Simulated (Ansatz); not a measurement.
We consider hcp Zn, described by PBE (PAW; Ansatz, an electronic-structure program).

Settings: plane-wave cutoff 520 eV, 18×18×8 k mesh (along the axes of the cell as run), Fermi–Dirac smearing 0.1 eV, perturbation theory, scalar-relativistic PAW data made under PBE.

The cell has the measured lattice parameters. Conventional cell: a = 2.6646 Å, b = 2.6646 Å, c = 4.9455 Å, α = 90.00°, β = 90.00°, γ = 120.00°.

Space group P6₃/mmc (No. 194); a = 2.665 Å, b = 2.665 Å, c = 4.946 Å, α = 90.00°, β = 90.00°, γ = 120.00°

| atom | site | symmetry | x | y | z |
|---|---|---|---|---|---|
| Zn | 2c | -6m2 | 0.3333 | 0.6667 | 0.2500 |

Harmonic phonon frequencies (cm⁻¹; i marks an imaginary mode):

| q point | frequencies |
|---|---|
| Γ | (withheld) |
| M | 59 72 110 114 195 205 |
| K | 53 53 154 162 162 173 |

Question: Fill in the missing entries.

Answer: 
- Γ, frequencies: 0 0 0 65 65 137

No imaginary mode appears at these points.

Note: the cell isn't this level's own, so it is under some stress, which shifts stiffness and frequencies.
